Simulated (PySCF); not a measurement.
Level of theory: PBE-D3(BJ)/def2-TZVP // B3LYP-D3(BJ)/def2-TZVP (PySCF 2.14.0). Isolated molecules, 0 K electronic values unless said otherwise. 

Reference species (SMILES): `Cl[SiH]Cl` (neutral, multiplicity 2).

dipole moment: 0.95 D

Changed species: `[SiH3]` (radical fragment; the reference has radical fragment).

**Question.** What does the change do to the dipole moment?

**Answer.** the dipole moment falls by 0.92 D, to 0.03 D.
